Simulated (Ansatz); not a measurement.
Al2⁺, quartet: the ladder up to full CI

Geometry: that of the Al2, triplet, kept fixed. The doublet lies 1.9 eV lower here.

```xyz
2

Al    0.0000    0.0000    0.0000
Al    0.0000    0.0000    2.4788
```

Basis cc-pVDZ; Ansatz 0.2.0. Correlated methods freeze the noble-gas cores, which leaves 5 electrons in 26 orbitals. R marks a restricted (for open shells ROHF) determinant, U an unrestricted one. Active spaces: valence = (5e, 8o) chosen from the atoms' valence shells.

Full CI is exact within this basis and frozen core; it isn't the basis-set limit. The frozen core follows each run's orbitals, which can shift R against U totals by a few meV.

For open shells CISD and CISDTQ are restricted-active-space CI with the open shells as a complete middle space.

* UHF ⟨S²⟩: 3.755
* T1 diagnostic (RCCSD): 0.0296
* largest doubles amplitude (RCCSD): 0.114
* T1 diagnostic (UCCSD): 0.0256

```
                   level  E − E(full CI) (meV)  share of correlation (%)  wall time
                     RHF                  1907                      0.00          –
                     UHF                  1868                      2.05          –
                    RMP2                   626                     67.16          –
                    UMP2                   622                     67.38          –
                    CISD                   100                     94.76     0.99 s
                   RCCSD                   113                     94.09          –
                   UCCSD                   110                     94.21          –
                RCCSD(T)                    36                     98.12      1.4 s
                UCCSD(T)                    35                     98.17      1.4 s
                 BCCD(T)                    36                     98.11      1.5 s
                  RCCSDT                     4                     99.77          –
                  UCCSDT                     4                     99.81          –
                  CISDTQ                     0                     99.98        3 s
               RCCSDT(Q)                     1                     99.94      3.3 s
               UCCSDT(Q)                     0                     99.98      3.2 s
  CASSCF (valence space)                   877                     54.04          –
  NEVPT2 (valence space)                   270                     85.83     0.96 s
  MRCISD (valence space)                    35                     98.19          –
MRCISD+Q (valence space)                     4                     99.79      1.5 s
```

The correlation energy at full CI, counted from RHF, is -1.907 eV. That run took 4.5 s on 1 thread of Arm Neoverse V2, shared host over 48,574 determinants.

Times hold each run's SCF and search for its determinant on a shared host, so for small cases they say little of a method's own cost; they ran on 1 thread of Arm Neoverse V2.

The full-CI state has the irrep B3g of D2h, in the program's axes (one component, if the state is degenerate).

Natural occupations of full CI about the gap: 1.899 1.005 0.976 0.962 0.044 0.031 0.023 0.012 0.010 0.010; effectively unpaired electrons, Σ n²(2−n)², 3.05.
